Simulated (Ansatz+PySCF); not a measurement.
singlet Si₂H₆: levels of theory in one basis

```xyz
8

Si    0.0000    0.0000   -1.2671
Si    0.0000    0.0000    1.2671
H     0.0000   -1.5158   -1.8249
H    -1.3128    0.7579   -1.8249
H     1.3128    0.7579   -1.8249
H     0.0000    1.5158    1.8249
H    -1.3128   -0.7579    1.8249
H     1.3128   -0.7579    1.8249
```

Basis set: def2-SVP (spherical functions). Left uncorrelated: 10 orbitals. Charge 0, multiplicity 1.

Computed with Ansatz (development build ahead of 0.2.0); each method stands on the lowest determinant of its kind that the runs found. NEVPT2 correlates all electrons. Active spaces start from the frontier orbitals, and the lowest solution found is given.

```
        method  E − E(RHF) (eV)  <S²> of the determinant
           RHF             0.00                     0.00
       RHF-MP2            -5.79                        –
      RHF-CCSD            -7.21                        –
   CASSCF(2,2)            -0.31                        –
SC-NEVPT2(2,2)            -6.21                        –
```

(1) What does RHF-CCSD(T) give on the same scale?

(2) Is a single determinant a sound starting point here?

Answers

(1) -7.40 eV.

(2) By this sign, yes. Unrestricted orbitals gain 0.00 eV and <S²> is 0.00 against 0.00 for a pure state. The CASSCF(2,2) natural occupations are 1.98, 0.03.
